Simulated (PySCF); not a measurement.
Species: sulfuryl fluoride, F₂O₂S.
Atom-mapped SMILES: `[O:1]=[S:2](=[O:3])([F:4])[F:5]`

Computed with core-valence-separated Tamm–Dancoff BHandHLYP/aug-pcX-1 (def2-SVPD on S) in PySCF, non-relativistic, gas phase, PBE0-D3(BJ)/def2-SVP geometry. Absolute energies from this functional tend to lie a few eV below measured edges; no shift was applied.

(1) What does the O 1s absorption edge look like?

(2) List the fluorine K-edge absorption lines.

Results:

(1) 
```tsv
E (eV)	f	core hole on	main final orbital
532.18	0.0786	O1/O3	LUMO (2 roots, f summed)
532.97	0.0649	O1/O3	LUMO+1 (2 roots, f summed)
534.52	0.0582	O1/O3	LUMO+2 (2 roots, f summed)
536.04	0.0212	O1/O3	spread (2 roots, f summed)
537.10	0.0029	O1/O3	LUMO+4 (2 roots, f summed)
```

The first line with a tenth or more of the strongest one's intensity is at 532.18 eV (f = 0.079, sum of 2), with the hole on O1/O3 (sulfonyl oxygen). It is also the strongest listed.

(2) 
```csv
E (eV),f,core hole on,main final orbital
684.44,0.0861,F4/F5,"LUMO (2 roots, f summed)"
688.44,0.0226,F4/F5,"LUMO+1 (2 roots, f summed)"
688.97,0.0110,F4/F5,"LUMO (2 roots, f summed)"
689.99,0.0054,F4/F5,"LUMO+2 (2 roots, f summed)"
690.28,0.0252,F4/F5,"LUMO+3 (2 roots, f summed)"
```

The first line with a tenth or more of the strongest one's intensity is at 684.44 eV (f = 0.086, sum of 2), with the hole on F4/F5 (sulfur-bound fluorine). It is also the strongest listed.

Roots within 0.03 eV whose holes lie on the same, on equivalent or on shared atoms are summed into one line, and the highest roots are left out, as the search may have cut off their partners. Final orbitals are the ground state's empty Kohn–Sham orbitals.

Only the lowest roots of each edge were sought.
